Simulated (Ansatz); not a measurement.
## SiGeH (H-bridged), quartet: reading a ladder of total energies

Geometry: that of the SiGeH (H-bridged), doublet, kept fixed. The doublet lies 1.6 eV lower here.

```xyz
3

Si    0.0000   -0.0368    1.6490
Ge    0.0000   -0.0037   -0.6463
H     0.0000    1.2915    0.6314
```

Basis cc-pVDZ; Ansatz 0.2.0. Correlated methods freeze the noble-gas cores and the filled d shells of p-block atoms, which leaves 9 electrons in 31 orbitals. R marks a restricted (for open shells ROHF) determinant, U an unrestricted one. No spin–orbit coupling is included, and no scalar relativity.

Full CI isn't at hand for all of this; UCCSDT(Q) serves as the reference, and is uncertain by about the last step of the cluster series.

Runs differ by some tens of microhartree through their thresholds and, for an open shell, their frozen cores, so steps under 0.03 kcal/mol mean nothing.

| level | total energy (hartree) |
| --- | --- |
| UHF | -2364.732403 |
| UMP2 | -2364.860033 |
| UCCSD | -2364.893808 |
| UCCSD(T) | -2364.899905 |
| UCCSDT | -2364.901342 |
| UCCSDT(Q) | -2364.901737 |

What is the correlation energy at UCCSDT(Q), and what share of it do UMP2 and UCCSD(T) recover?

E(corr) = -2364.901737 − (-2364.732403) = -0.169334 hartree = -4.608 eV. UMP2: -0.127630 / -0.169334 = 75.37 %. UCCSD(T): -0.167502 / -0.169334 = 98.92 %.

By how many kcal/mol does UCCSD(T) miss UCCSDT(Q) (1 hartree = 627.509 kcal/mol), and which steps make up the rest?

-2364.899905 − (-2364.901737) = 0.001832 hartree = 1.15 kcal/mol. Steps: UCCSDT − UCCSD(T) = -0.90, UCCSDT(Q) − UCCSDT = -0.25 kcal/mol. Differences between like states or geometries often cancel part of this.
